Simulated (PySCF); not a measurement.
**SiH3O− (SMILES [O-][SiH3]): QCISD(T)/STO-3G**

What is the energy change on altering one bond length of SiH3O− at QCISD(T)/STO-3G? Input form: a Python script.

The results are computed with PySCF 2.14.0.

11 further runs of the same task are left out: 2 that didn't finish, 9 set aside as unsound or not needed.

### 1 Starting point

The species is SiH3O− (5 atoms), meant as a singlet with charge -1. As SMILES, `[O-][SiH3]`. The coordinates come from a GFN2-xTB relaxation.

Bond lengths: O1–Si2 1.535 Å, Si2–H3 1.516 Å, Si2–H4 1.516 Å, Si2–H5 1.516 Å. Angles: O1–Si2–H3 116.1°, O1–Si2–H4 116.1°, O1–Si2–H5 116.1°, H3–Si2–H4 102.1°, H3–Si2–H5 102.1°, H4–Si2–H5 102.1°.

### 2 A single-point energy at QCISD(T)/STO-3G

Contents of mol.xyz:

```xyz
5

O     -1.444170     0.271390     0.700100
Si    -0.082700     0.015600     0.039800
H     -0.104440    -0.247420    -1.452600
H      0.697830    -1.174610     0.561420
H      0.933480     1.135040     0.151280
```

Contents of input.py:

```python
from pyscf import gto, scf, cc

molecule = gto.M(
    atom='mol.xyz',
    verbose=3,
    charge=-1,
    max_memory=1860,
    basis='sto-3g',
)

mf = scf.RHF(molecule)
mf.conv_tol = 1e-10
mf.kernel()
if not mf.converged:
    mf = mf.newton().run(mf.mo_coeff, mf.mo_occ)

mycc = cc.QCISD(mf, frozen=6)
mycc.kernel()
e_t = mycc.qcisd_t()
etot = mycc.e_tot + e_t
print('Final energy', etot)
```

The run is started by

```
$ OMP_NUM_THREADS=1 python input.py
```

What it wrote:

```text
converged SCF energy = -360.930929590584
E(QCISD) = -361.0342562470738  E_corr = -0.1033266564902924
QCISD(T) correction = -0.00458198885084283
Final energy -361.03883823592463
```

Run time: 0.74 s. Hardware: 1 thread of Arm Neoverse V1, shared host; peak memory 0.1 GiB.

### 3 The distorted shape at the same level

Contents of start.xyz:

```xyz
5
H3OSi
O     -2.257138    -0.624189     0.610913
Si    -0.895668    -0.879979    -0.049387
H     -0.917408    -1.142999    -1.541787
H     -0.115138    -2.070189     0.472233
H      0.933480     1.135040     0.151280
```

Contents of run.py:

```python
from pyscf import gto, cc

mol = gto.M(
    atom='start.xyz',
    basis='sto-3g',
    spin=0,
    verbose=3,
    charge=-1,
    max_memory=1860,
)

mf = mol.RHF()
mf.conv_tol = 1e-10
mf.kernel()
if not mf.converged:
    mf = mf.newton().run(mf.mo_coeff, mf.mo_occ)

mycc = cc.QCISD(mf, frozen=6)
mycc.kernel()
e_t = mycc.qcisd_t()
energy = mycc.e_tot + e_t
print('E = %.10f Eh' % energy)
```

The run is started by

```
$ OMP_NUM_THREADS=1 python run.py
```

What it wrote:

```text
converged SCF energy = -360.753833669427
E(QCISD) = -360.9108629345482  E_corr = -0.1570292651212866
QCISD(T) correction = -0.0111415603590323
E = -360.9220044949 Eh
```

Wall time 0.84 s (1 thread of Arm Neoverse V1, shared host); peak memory 0.12 GiB.

### 4 Results

At QCISD(T)/STO-3G, 6 core orbitals frozen:

| quantity | value |
| --- | --- |
| first shape: total energy | -361.03884 Eh |
| first shape: HOMO energy (Hartree–Fock orbitals) | 2.51 eV |
| first shape: LUMO energy (Hartree–Fock orbitals) | 22.02 eV |
| first shape: HOMO–LUMO gap (to an unbound level, set by the basis) | 19.51 eV |
| first shape: correlation energy (6 core orbitals frozen) | -107.9 mEh |
| first shape: (T) correction | -4.58 mEh |
| first shape: T1 diagnostic | 0.022 |
| distorted shape: total energy | -360.92200 Eh |
| distorted shape: HOMO energy (Hartree–Fock orbitals) | 3.37 eV |
| distorted shape: LUMO energy (Hartree–Fock orbitals) | 12.33 eV |
| distorted shape: HOMO–LUMO gap (to an unbound level, set by the basis) | 8.96 eV |
| distorted shape: correlation energy (6 core orbitals frozen) | -168.2 mEh |
| distorted shape: (T) correction | -11.14 mEh |
| distorted shape: T1 diagnostic | 0.046 |
| energy change with the Si2–H5 bond stretched from 1.516 to 2.729 Å | 3.179 eV |

**Reading.** With the Si2–H5 bond stretched from 1.516 to 2.729 Å the energy rises by 3.18 eV (73 kcal/mol). The first shape isn't relaxed at this level, so the change isn't measured from a minimum. The minimal basis adds a large error of its own. The T1 diagnostic (first shape) of 0.022 is above the customary mark for such species, so a single reference may not serve. Mulliken charges (first shape) of the mean-field density run from -0.76 on O1 to +0.72 on Si2; they depend strongly on the basis. The triples (first shape) make up 4.2 % of the correlation energy. The HOMO (first shape) lies at positive energy, 2.51 eV: the electron is unbound at this level or held by a compact basis; values depend on the basis. The T1 diagnostic (distorted shape) of 0.046 is above the customary mark for such species, so a single reference may not serve.
